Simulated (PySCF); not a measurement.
# SH⁻: one state, many levels of theory

State: ¹Σ⁺ (singlet), closed shell. Set-up: H def2-TZVPPD, S def2-TZVPPD; no relativity (PySCF 2.14). De refers to H + S⁻ in their high-spin ground configurations, without counterpoise correction. A positive dipole points towards S; it is taken about the centre of mass and depends on that origin.

| Level | Re (Å) | ωe (cm⁻¹) | De (eV) | μ (D) | CPU s a point (SCF and correlation, without the integrals) |
| --- | --- | --- | --- | --- | --- |
| RHF | 1.333 | 2783 | n/a | -0.49 | 0.11 |
| RHF-MP2 | 1.338 | 2732 | n/a | n/a | 0.16 |
| RHF-SCS-MP2 | 1.340 | 2706 | n/a | n/a | n/a |
| RHF-CCSD | 1.342 | 2675 | n/a | n/a | n/a |
| RHF-CCSD(T) | 1.345 | 2655 | n/a | n/a | 0.81 |
| PBE | 1.356 | 2586 | 3.99 | -0.31 | 0.3 |
| PW91 | 1.354 | 2588 | 4.00 | -0.31 | 0.23 |
| r²SCAN | 1.345 | 2660 | 3.97 | -0.38 | 0.41 |
| r²SCANh | 1.343 | 2684 | 3.95 | -0.39 | 0.53 |
| PBE0 | 1.345 | 2677 | 3.94 | -0.37 | 0.76 |
| r²SCAN0 | 1.339 | 2717 | 3.93 | -0.40 | 0.51 |
| MN15 | 1.336 | 2702 | 4.05 | -0.38 | 0.55 |
| BHandHLYP | 1.335 | 2728 | 3.86 | -0.40 | 0.33 |
| LC-ωPBE | 1.339 | 2747 | 3.87 | -0.46 | 0.51 |

Task: What does a quarter of exact exchange do here, going from PBE to PBE0?

Result: PBE0 less PBE: -1.1 pm in Re, +3.5 % in ωe, -0.05 eV in De. Exact exchange removes part of the self-interaction that spreads semilocal densities, and in most molecules shortens and stiffens the bond and lowers De; so it does here.

Task: What does the step from GGA to meta-GGA do here, going from PBE to r²SCAN?

Result: r²SCAN less PBE: -1.1 pm in Re, +2.9 % in ωe, -0.02 eV in De. 

Task: What does a quarter of exact exchange do here, going from r²SCAN to r²SCAN0?

Result: r²SCAN0 less r²SCAN: -0.6 pm in Re, +2.1 % in ωe, -0.04 eV in De. Exact exchange removes part of the self-interaction that spreads semilocal densities, and in most molecules shortens and stiffens the bond and lowers De; so it does here.

Correlated steps freeze 5 core orbitals. For an ion De counts to the pair picked by the measured ionisation energies or electron affinities, which need not be the lowest pair at this level. The highest Kohn–Sham level is positive in this anion. Much of that is self-interaction error, but it also means that the finite basis helps to hold the extra electron.

The whole job (state search and all levels along the bond) took about 1.2 min on 1 thread of AMD EPYC 9R45 96-Core (shared host), peak memory 1.1 GiB.
